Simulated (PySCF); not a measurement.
Cl4Si, charge -1, multiplicity 2. Atoms are numbered in the order given.

```xyz
5

Cl    -1.6713     0.0000    -0.9790
Si     0.0000     0.0000     0.3537
Cl     0.0000    -2.2220     0.8334
Cl     0.0000     2.2220     0.8334
Cl     1.6713     0.0000    -0.9790
```
Charge -1, spin multiplicity 2.

Coordinates come from a PBE0-D3(BJ)/def2-SVPD optimisation. The multiplicity is an assumed one; other spin states were not compared. The isomer is the one that the SMILES or the coordinates give; other isomers of the formula were not compared.

All values below come from PBE0/def2-SVPD in PySCF.

Mulliken values depend strongly on the basis, most of all with diffuse functions as here. ESP charges are fitted to the potential on shells at 1.4 to 2.0 van der Waals radii. Atomic charges (e):

```csv
atom,ESP fit,meta-Löwdin,Mulliken spin
Cl1,[?],-0.36,0.02
Si2,[?],0.66,0.75
Cl3,[?],-0.46,0.11
Cl4,[?],-0.46,0.11
Cl5,[?],-0.36,0.02
```

Question: Fill in the missing entries. (The exact figures need the calculation; the answer reports its results.)

Answer: 
- Cl1, ESP fit: -0.23
- Si2, ESP fit: 0.27
- Cl3, ESP fit: -0.40
- Cl4, ESP fit: -0.40
- Cl5, ESP fit: -0.23
